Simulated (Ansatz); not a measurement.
## Ansatz (development build ahead of 0.2.0) run

```yaml
crystal:
  periodic: [false, false, false]
  atoms:
    - { symbol: O, position_ang: [0.07807, -0.06112, 0.14457] }
    - { symbol: O, position_ang: [-0.91791, 0.59584, 0.20714] }
    - { symbol: O, position_ang: [3.56173, 0.40792, 0.03895] }
    - { symbol: H, position_ang: [3.50288, 0.20943, 0.94303] }
    - { symbol: H, position_ang: [3.9297, 1.33574, 0.00523] }
basis:
  gaussian: { orbitals: def2-SVP }
magnetization:
  spin_polarized: true
  initial_magnetization: 2
hamiltonian:
  xc: hf
output:
  forces: true
```

The input is written out in the form of the current development build from the run's settings.

Output:

```yaml
Converged: yes
Total_energy: -225.45085 hartree
Spin_squared_of_the_determinant: 2.033
Stability_test: minimum
```

Forces (eV/Å):
```
atom      Fx      Fy      Fz
  O1  -3.653   2.411   0.236
  O2   3.660  -2.411  -0.233
  O3   1.078   2.792  -1.266
  H4  -0.069  -0.228   1.144
  H5  -1.015  -2.564   0.120
```
